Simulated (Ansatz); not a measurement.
Elements on the sites of an ideal hcp lattice, at a guessed lattice constant:

```xyz
12
Lattice="4.1162 2.3765 0.0000 0.0000 4.7530 4.3906 4.1162 -2.3765 4.3906" Properties=species:S:1:pos:R:3 pbc="T T T"
Ni    6.8603    0.7922    3.2930
Pd    2.7441    3.1687    3.2930
Os    4.1162   -0.7921    5.4883
Os    1.3721    3.9608    5.4883
Os    5.4883    1.5843    5.4883
Os    2.7442    1.5843    1.0977
Os    5.4883    3.1687    3.2930
Os    4.1162    5.5451    3.2930
Os    5.4883    3.1687    7.6836
Os    4.1162    0.7921    3.2930
Pt    2.7442    1.5843    5.4883
Pt    4.1162    3.9609    5.4883
```

Cell and atoms were relaxed without symmetry on coarser meshes and computed once more. These are results of DFT PBE, scalar-relativistic, plane waves, PAW in Ansatz 0.2.0, not measurements.

Plane waves to 420 eV, a k mesh through Γ of 8×6×6 on the computed 12-atom cell and Gaussian smearing (0.10 eV); no spin polarisation.

The relaxation ran on 3×2×2 (shifted) and then 5×4×4 k points with a smearing of 0.1 eV, from sites shaken by 0.02 Å.

Problem. What does the relaxation give?

Solution. A volume of 14.27 Å³/atom and no gap on the mesh. It lies 0.12 eV/atom above the elements' standard states (static lattices, no corrections for gases). The atoms leave their sites by 0.05 Å (root mean square) and 0.08 Å at most, and the cell stretches by up to 0.5 % at fixed volume.

```
Ni Pd Os Pt
1.0
     4.10527    2.36280    0.00297
    -0.00414    4.73835    4.41403
     4.10744   -2.36101    4.40132
Ni Pd Os Pt
1 1 8 2
Direct
  0.95239 0.04706 0.71078
  0.45878 0.53894 0.20436
  0.03800 0.28595 0.95781
  0.03970 0.96015 0.29302
  0.54906 0.44365 0.79491
  0.54834 0.12351 0.11727
  0.96342 0.36107 0.37366
  0.96285 0.70985 0.03927
  0.44748 0.88217 0.88136
  0.46022 0.20504 0.54535
  0.03617 0.62570 0.63036
  0.53895 0.79433 0.45931
```

The final mesh leaves forces up to 0.04 eV/Å and stresses up to 0.4 GPa: the relaxation ran on a coarser mesh, so the cell's shape, its bonds and its energy belong partly to that mesh.

Spin-orbit coupling is left out, which matters for the bands of heavy elements. Spin polarisation was left out, and a magnetic state may lie lower.

Cost: 2 runs of about 6.8 core-minutes in all (earlier runs that led there not counted), on Intel Xeon 6975P-C (Granite Rapids) (shared hosts).